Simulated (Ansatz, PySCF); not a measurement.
Potential energy curve for SMILES ClCCl (CH₂Cl₂). The C1–Cl5 bond (C1 also carries Cl, H, H; Cl5 carries nothing else) is pulled apart rigidly from the PBE0/def2-TZVP optimised geometry.

- UHF/cc-pVDZ (PySCF)
- RHF/cc-pVDZ (PySCF)
- UKS-CAM-B3LYP = unrestricted CAM-B3LYP/cc-pVDZ in PySCF
- RKS-CAM-B3LYP = PySCF 2.14.0 with restricted CAM-B3LYP/cc-pVDZ
- UKS-BHandHLYP = unrestricted BHandHLYP/cc-pVDZ in PySCF
- RKS-BHandHLYP = restricted BHandHLYP/cc-pVDZ run with PySCF
- UKS-wB97X-V = PySCF with unrestricted wB97X-V/cc-pVDZ
- RKS-wB97X-V = restricted wB97X-V/cc-pVDZ run with PySCF
- UKS-PBE = Ansatz (a quantum-chemistry and plane-wave program) with unrestricted PBE/cc-pVDZ
- RKS-PBE = restricted PBE/cc-pVDZ (Ansatz)
- UKS-B3LYP/6-31G* = PySCF with unrestricted B3LYP/6-31G*, spherical d
- RKS-B3LYP/6-31G* = restricted B3LYP/6-31G*, spherical d (PySCF)

Scanned distances (Å): 1.40, 1.48, 1.60, 1.67, 1.71, 1.76, 1.82, 1.88, 1.92, 2.07, 2.16, 2.37, 2.61, 2.94, 3.15, 3.53, 3.84, 4.32, 4.80, 5.33, 6.21.

Problem. Where does the unrestricted solution first break spin symmetry (<S²> of 0.01 or more)?

Solution. UHF: between 2.16 and 2.37 Å; UKS-CAM-B3LYP: between 2.37 and 2.61 Å; UKS-BHandHLYP: between 2.37 and 2.61 Å; UKS-wB97X-V: between 2.37 and 2.61 Å; UKS-PBE: between 2.61 and 2.94 Å; UKS-B3LYP/6-31G*: between 2.61 and 2.94 Å.

```json
[
 {"R / Å": "1.40", "<S²> UHF": "0.00", "E(RHF) − E(UHF) / kcal/mol": "0.0", "<S²> UKS-CAM-B3LYP": "0.00", "E(RKS-CAM-B3LYP) − E(UKS-CAM-B3LYP) / kcal/mol": "0.0", "<S²> UKS-BHandHLYP": "0.00", "E(RKS-BHandHLYP) − E(UKS-BHandHLYP) / kcal/mol": "0.0", "<S²> UKS-wB97X-V": "0.00", "E(RKS-wB97X-V) − E(UKS-wB97X-V) / kcal/mol": "0.0", "<S²> UKS-PBE": "0.00", "E(RKS-PBE) − E(UKS-PBE) / kcal/mol": "0.0", "<S²> UKS-B3LYP/6-31G*": "0.00", "E(RKS-B3LYP/6-31G*) − E(UKS-B3LYP/6-31G*) / kcal/mol": "0.0"},
 {"R / Å": "1.48", "<S²> UHF": "0.00", "E(RHF) − E(UHF) / kcal/mol": "0.0", "<S²> UKS-CAM-B3LYP": "0.00", "E(RKS-CAM-B3LYP) − E(UKS-CAM-B3LYP) / kcal/mol": "0.0", "<S²> UKS-BHandHLYP": "0.00", "E(RKS-BHandHLYP) − E(UKS-BHandHLYP) / kcal/mol": "0.0", "<S²> UKS-wB97X-V": "0.00", "E(RKS-wB97X-V) − E(UKS-wB97X-V) / kcal/mol": "0.0", "<S²> UKS-PBE": "0.00", "E(RKS-PBE) − E(UKS-PBE) / kcal/mol": "0.0", "<S²> UKS-B3LYP/6-31G*": "0.00", "E(RKS-B3LYP/6-31G*) − E(UKS-B3LYP/6-31G*) / kcal/mol": "0.0"},
 {"R / Å": "1.60", "<S²> UHF": "0.00", "E(RHF) − E(UHF) / kcal/mol": "0.0", "<S²> UKS-CAM-B3LYP": "0.00", "E(RKS-CAM-B3LYP) − E(UKS-CAM-B3LYP) / kcal/mol": "0.0", "<S²> UKS-BHandHLYP": "0.00", "E(RKS-BHandHLYP) − E(UKS-BHandHLYP) / kcal/mol": "0.0", "<S²> UKS-wB97X-V": "0.00", "E(RKS-wB97X-V) − E(UKS-wB97X-V) / kcal/mol": "0.0", "<S²> UKS-PBE": "0.00", "E(RKS-PBE) − E(UKS-PBE) / kcal/mol": "0.0", "<S²> UKS-B3LYP/6-31G*": "0.00", "E(RKS-B3LYP/6-31G*) − E(UKS-B3LYP/6-31G*) / kcal/mol": "0.0"},
 {"R / Å": "1.67", "<S²> UHF": "0.00", "E(RHF) − E(UHF) / kcal/mol": "0.0", "<S²> UKS-CAM-B3LYP": "0.00", "E(RKS-CAM-B3LYP) − E(UKS-CAM-B3LYP) / kcal/mol": "0.0", "<S²> UKS-BHandHLYP": "0.00", "E(RKS-BHandHLYP) − E(UKS-BHandHLYP) / kcal/mol": "0.0", "<S²> UKS-wB97X-V": "0.00", "E(RKS-wB97X-V) − E(UKS-wB97X-V) / kcal/mol": "0.0", "<S²> UKS-PBE": "0.00", "E(RKS-PBE) − E(UKS-PBE) / kcal/mol": "0.0", "<S²> UKS-B3LYP/6-31G*": "0.00", "E(RKS-B3LYP/6-31G*) − E(UKS-B3LYP/6-31G*) / kcal/mol": "0.0"},
 {"R / Å": "1.71", "<S²> UHF": "0.00", "E(RHF) − E(UHF) / kcal/mol": "0.0", "<S²> UKS-CAM-B3LYP": "0.00", "E(RKS-CAM-B3LYP) − E(UKS-CAM-B3LYP) / kcal/mol": "0.0", "<S²> UKS-BHandHLYP": "0.00", "E(RKS-BHandHLYP) − E(UKS-BHandHLYP) / kcal/mol": "0.0", "<S²> UKS-wB97X-V": "0.00", "E(RKS-wB97X-V) − E(UKS-wB97X-V) / kcal/mol": "0.0", "<S²> UKS-PBE": "0.00", "E(RKS-PBE) − E(UKS-PBE) / kcal/mol": "0.0", "<S²> UKS-B3LYP/6-31G*": "0.00", "E(RKS-B3LYP/6-31G*) − E(UKS-B3LYP/6-31G*) / kcal/mol": "0.0"},
 {"R / Å": "1.76", "<S²> UHF": "0.00", "E(RHF) − E(UHF) / kcal/mol": "0.0", "<S²> UKS-CAM-B3LYP": "0.00", "E(RKS-CAM-B3LYP) − E(UKS-CAM-B3LYP) / kcal/mol": "0.0", "<S²> UKS-BHandHLYP": "0.00", "E(RKS-BHandHLYP) − E(UKS-BHandHLYP) / kcal/mol": "0.0", "<S²> UKS-wB97X-V": "0.00", "E(RKS-wB97X-V) − E(UKS-wB97X-V) / kcal/mol": "0.0", "<S²> UKS-PBE": "0.00", "E(RKS-PBE) − E(UKS-PBE) / kcal/mol": "0.0", "<S²> UKS-B3LYP/6-31G*": "0.00", "E(RKS-B3LYP/6-31G*) − E(UKS-B3LYP/6-31G*) / kcal/mol": "0.0"},
 {"R / Å": "1.82", "<S²> UHF": "0.00", "E(RHF) − E(UHF) / kcal/mol": "0.0", "<S²> UKS-CAM-B3LYP": "0.00", "E(RKS-CAM-B3LYP) − E(UKS-CAM-B3LYP) / kcal/mol": "0.0", "<S²> UKS-BHandHLYP": "0.00", "E(RKS-BHandHLYP) − E(UKS-BHandHLYP) / kcal/mol": "0.0", "<S²> UKS-wB97X-V": "0.00", "E(RKS-wB97X-V) − E(UKS-wB97X-V) / kcal/mol": "0.0", "<S²> UKS-PBE": "0.00", "E(RKS-PBE) − E(UKS-PBE) / kcal/mol": "0.0", "<S²> UKS-B3LYP/6-31G*": "0.00", "E(RKS-B3LYP/6-31G*) − E(UKS-B3LYP/6-31G*) / kcal/mol": "0.0"},
 {"R / Å": "1.88", "<S²> UHF": "0.00", "E(RHF) − E(UHF) / kcal/mol": "0.0", "<S²> UKS-CAM-B3LYP": "0.00", "E(RKS-CAM-B3LYP) − E(UKS-CAM-B3LYP) / kcal/mol": "0.0", "<S²> UKS-BHandHLYP": "0.00", "E(RKS-BHandHLYP) − E(UKS-BHandHLYP) / kcal/mol": "0.0", "<S²> UKS-wB97X-V": "0.00", "E(RKS-wB97X-V) − E(UKS-wB97X-V) / kcal/mol": "0.0", "<S²> UKS-PBE": "0.00", "E(RKS-PBE) − E(UKS-PBE) / kcal/mol": "0.0", "<S²> UKS-B3LYP/6-31G*": "0.00", "E(RKS-B3LYP/6-31G*) − E(UKS-B3LYP/6-31G*) / kcal/mol": "0.0"},
 {"R / Å": "1.92", "<S²> UHF": "0.00", "E(RHF) − E(UHF) / kcal/mol": "0.0", "<S²> UKS-CAM-B3LYP": "0.00", "E(RKS-CAM-B3LYP) − E(UKS-CAM-B3LYP) / kcal/mol": "0.0", "<S²> UKS-BHandHLYP": "0.00", "E(RKS-BHandHLYP) − E(UKS-BHandHLYP) / kcal/mol": "0.0", "<S²> UKS-wB97X-V": "0.00", "E(RKS-wB97X-V) − E(UKS-wB97X-V) / kcal/mol": "0.0", "<S²> UKS-PBE": "0.00", "E(RKS-PBE) − E(UKS-PBE) / kcal/mol": "0.0", "<S²> UKS-B3LYP/6-31G*": "0.00", "E(RKS-B3LYP/6-31G*) − E(UKS-B3LYP/6-31G*) / kcal/mol": "0.0"},
 {"R / Å": "2.07", "<S²> UHF": "0.00", "E(RHF) − E(UHF) / kcal/mol": "0.0", "<S²> UKS-CAM-B3LYP": "0.00", "E(RKS-CAM-B3LYP) − E(UKS-CAM-B3LYP) / kcal/mol": "0.0", "<S²> UKS-BHandHLYP": "0.00", "E(RKS-BHandHLYP) − E(UKS-BHandHLYP) / kcal/mol": "0.0", "<S²> UKS-wB97X-V": "0.00", "E(RKS-wB97X-V) − E(UKS-wB97X-V) / kcal/mol": "0.0", "<S²> UKS-PBE": "0.00", "E(RKS-PBE) − E(UKS-PBE) / kcal/mol": "0.0", "<S²> UKS-B3LYP/6-31G*": "0.00", "E(RKS-B3LYP/6-31G*) − E(UKS-B3LYP/6-31G*) / kcal/mol": "0.0"},
 {"R / Å": "2.16", "<S²> UHF": "0.00", "E(RHF) − E(UHF) / kcal/mol": "0.0", "<S²> UKS-CAM-B3LYP": "0.00", "E(RKS-CAM-B3LYP) − E(UKS-CAM-B3LYP) / kcal/mol": "0.0", "<S²> UKS-BHandHLYP": "0.00", "E(RKS-BHandHLYP) − E(UKS-BHandHLYP) / kcal/mol": "0.0", "<S²> UKS-wB97X-V": "0.00", "E(RKS-wB97X-V) − E(UKS-wB97X-V) / kcal/mol": "0.0", "<S²> UKS-PBE": "0.00", "E(RKS-PBE) − E(UKS-PBE) / kcal/mol": "0.0", "<S²> UKS-B3LYP/6-31G*": "0.00", "E(RKS-B3LYP/6-31G*) − E(UKS-B3LYP/6-31G*) / kcal/mol": "0.0"},
 {"R / Å": "2.37", "<S²> UHF": "0.44", "E(RHF) − E(UHF) / kcal/mol": "4.2", "<S²> UKS-CAM-B3LYP": "0.00", "E(RKS-CAM-B3LYP) − E(UKS-CAM-B3LYP) / kcal/mol": "0.0", "<S²> UKS-BHandHLYP": "0.00", "E(RKS-BHandHLYP) − E(UKS-BHandHLYP) / kcal/mol": "0.0", "<S²> UKS-wB97X-V": "0.00", "E(RKS-wB97X-V) − E(UKS-wB97X-V) / kcal/mol": "0.0", "<S²> UKS-PBE": "0.00", "E(RKS-PBE) − E(UKS-PBE) / kcal/mol": "0.0", "<S²> UKS-B3LYP/6-31G*": "0.00", "E(RKS-B3LYP/6-31G*) − E(UKS-B3LYP/6-31G*) / kcal/mol": "0.0"},
 {"R / Å": "2.61", "<S²> UHF": "0.75", "E(RHF) − E(UHF) / kcal/mol": "17.4", "<S²> UKS-CAM-B3LYP": "0.19", "E(RKS-CAM-B3LYP) − E(UKS-CAM-B3LYP) / kcal/mol": "0.5", "<S²> UKS-BHandHLYP": "0.35", "E(RKS-BHandHLYP) − E(UKS-BHandHLYP) / kcal/mol": "2.2", "<S²> UKS-wB97X-V": "0.21", "E(RKS-wB97X-V) − E(UKS-wB97X-V) / kcal/mol": "0.6", "<S²> UKS-PBE": "0.00", "E(RKS-PBE) − E(UKS-PBE) / kcal/mol": "0.0", "<S²> UKS-B3LYP/6-31G*": "0.00", "E(RKS-B3LYP/6-31G*) − E(UKS-B3LYP/6-31G*) / kcal/mol": "0.0"},
 {"R / Å": "2.94", "<S²> UHF": "0.92", "E(RHF) − E(UHF) / kcal/mol": "38.0", "<S²> UKS-CAM-B3LYP": "0.62", "E(RKS-CAM-B3LYP) − E(UKS-CAM-B3LYP) / kcal/mol": "7.7", "<S²> UKS-BHandHLYP": "0.72", "E(RKS-BHandHLYP) − E(UKS-BHandHLYP) / kcal/mol": "12.1", "<S²> UKS-wB97X-V": "0.65", "E(RKS-wB97X-V) − E(UKS-wB97X-V) / kcal/mol": "8.9", "<S²> UKS-PBE": "0.04", "E(RKS-PBE) − E(UKS-PBE) / kcal/mol": "0.0", "<S²> UKS-B3LYP/6-31G*": "0.43", "E(RKS-B3LYP/6-31G*) − E(UKS-B3LYP/6-31G*) / kcal/mol": "2.8"},
 {"R / Å": "3.15", "<S²> UHF": "0.97", "E(RHF) − E(UHF) / kcal/mol": "50.0", "<S²> UKS-CAM-B3LYP": "0.76", "E(RKS-CAM-B3LYP) − E(UKS-CAM-B3LYP) / kcal/mol": "13.7", "<S²> UKS-BHandHLYP": "0.84", "E(RKS-BHandHLYP) − E(UKS-BHandHLYP) / kcal/mol": "19.3", "<S²> UKS-wB97X-V": "0.80", "E(RKS-wB97X-V) − E(UKS-wB97X-V) / kcal/mol": "15.8", "<S²> UKS-PBE": "0.36", "E(RKS-PBE) − E(UKS-PBE) / kcal/mol": "1.2", "<S²> UKS-B3LYP/6-31G*": "0.61", "E(RKS-B3LYP/6-31G*) − E(UKS-B3LYP/6-31G*) / kcal/mol": "6.5"},
 {"R / Å": "3.53", "<S²> UHF": "1.00", "E(RHF) − E(UHF) / kcal/mol": "68.3", "<S²> UKS-CAM-B3LYP": "0.91", "E(RKS-CAM-B3LYP) − E(UKS-CAM-B3LYP) / kcal/mol": "24.4", "<S²> UKS-BHandHLYP": "0.95", "E(RKS-BHandHLYP) − E(UKS-BHandHLYP) / kcal/mol": "31.2", "<S²> UKS-wB97X-V": "0.93", "E(RKS-wB97X-V) − E(UKS-wB97X-V) / kcal/mol": "28.3", "<S²> UKS-PBE": "0.63", "E(RKS-PBE) − E(UKS-PBE) / kcal/mol": "5.1", "<S²> UKS-B3LYP/6-31G*": "0.78", "E(RKS-B3LYP/6-31G*) − E(UKS-B3LYP/6-31G*) / kcal/mol": "13.3"},
 {"R / Å": "3.84", "<S²> UHF": "1.01", "E(RHF) − E(UHF) / kcal/mol": "80.1", "<S²> UKS-CAM-B3LYP": "0.96", "E(RKS-CAM-B3LYP) − E(UKS-CAM-B3LYP) / kcal/mol": "31.9", "<S²> UKS-BHandHLYP": "0.98", "E(RKS-BHandHLYP) − E(UKS-BHandHLYP) / kcal/mol": "39.1", "<S²> UKS-wB97X-V": "0.98", "E(RKS-wB97X-V) − E(UKS-wB97X-V) / kcal/mol": "37.3", "<S²> UKS-PBE": "0.73", "E(RKS-PBE) − E(UKS-PBE) / kcal/mol": "8.1", "<S²> UKS-B3LYP/6-31G*": "0.85", "E(RKS-B3LYP/6-31G*) − E(UKS-B3LYP/6-31G*) / kcal/mol": "17.9"},
 {"R / Å": "4.32", "<S²> UHF": "1.02", "E(RHF) − E(UHF) / kcal/mol": "93.7", "<S²> UKS-CAM-B3LYP": "1.00", "E(RKS-CAM-B3LYP) − E(UKS-CAM-B3LYP) / kcal/mol": "40.9", "<S²> UKS-BHandHLYP": "1.00", "E(RKS-BHandHLYP) − E(UKS-BHandHLYP) / kcal/mol": "48.2", "<S²> UKS-wB97X-V": "1.00", "E(RKS-wB97X-V) − E(UKS-wB97X-V) / kcal/mol": "48.3", "<S²> UKS-PBE": "0.80", "E(RKS-PBE) − E(UKS-PBE) / kcal/mol": "11.3", "<S²> UKS-B3LYP/6-31G*": "0.91", "E(RKS-B3LYP/6-31G*) − E(UKS-B3LYP/6-31G*) / kcal/mol": "23.0"},
 {"R / Å": "4.80", "<S²> UHF": "1.02", "E(RHF) − E(UHF) / kcal/mol": "102.9", "<S²> UKS-CAM-B3LYP": "1.00", "E(RKS-CAM-B3LYP) − E(UKS-CAM-B3LYP) / kcal/mol": "47.1", "<S²> UKS-BHandHLYP": "1.01", "E(RKS-BHandHLYP) − E(UKS-BHandHLYP) / kcal/mol": "54.2", "<S²> UKS-wB97X-V": "1.00", "E(RKS-wB97X-V) − E(UKS-wB97X-V) / kcal/mol": "56.0", "<S²> UKS-PBE": "0.83", "E(RKS-PBE) − E(UKS-PBE) / kcal/mol": "13.1", "<S²> UKS-B3LYP/6-31G*": "0.94", "E(RKS-B3LYP/6-31G*) − E(UKS-B3LYP/6-31G*) / kcal/mol": "26.4"},
 {"R / Å": "5.33", "<S²> UHF": "1.02", "E(RHF) − E(UHF) / kcal/mol": "109.6", "<S²> UKS-CAM-B3LYP": "1.01", "E(RKS-CAM-B3LYP) − E(UKS-CAM-B3LYP) / kcal/mol": "51.6", "<S²> UKS-BHandHLYP": "1.01", "E(RKS-BHandHLYP) − E(UKS-BHandHLYP) / kcal/mol": "58.3", "<S²> UKS-wB97X-V": "1.00", "E(RKS-wB97X-V) − E(UKS-wB97X-V) / kcal/mol": "61.8", "<S²> UKS-PBE": "0.85", "E(RKS-PBE) − E(UKS-PBE) / kcal/mol": "14.3", "<S²> UKS-B3LYP/6-31G*": "0.96", "E(RKS-B3LYP/6-31G*) − E(UKS-B3LYP/6-31G*) / kcal/mol": "28.6"},
 {"R / Å": "6.21", "<S²> UHF": "1.02", "E(RHF) − E(UHF) / kcal/mol": "116.4", "<S²> UKS-CAM-B3LYP": "1.01", "E(RKS-CAM-B3LYP) − E(UKS-CAM-B3LYP) / kcal/mol": "55.9", "<S²> UKS-BHandHLYP": "1.01", "E(RKS-BHandHLYP) − E(UKS-BHandHLYP) / kcal/mol": "62.1", "<S²> UKS-wB97X-V": "1.00", "E(RKS-wB97X-V) − E(UKS-wB97X-V) / kcal/mol": "67.7", "<S²> UKS-PBE": "0.86", "E(RKS-PBE) − E(UKS-PBE) / kcal/mol": "15.1", "<S²> UKS-B3LYP/6-31G*": "0.98", "E(RKS-B3LYP/6-31G*) − E(UKS-B3LYP/6-31G*) / kcal/mol": "30.6"}
]
```
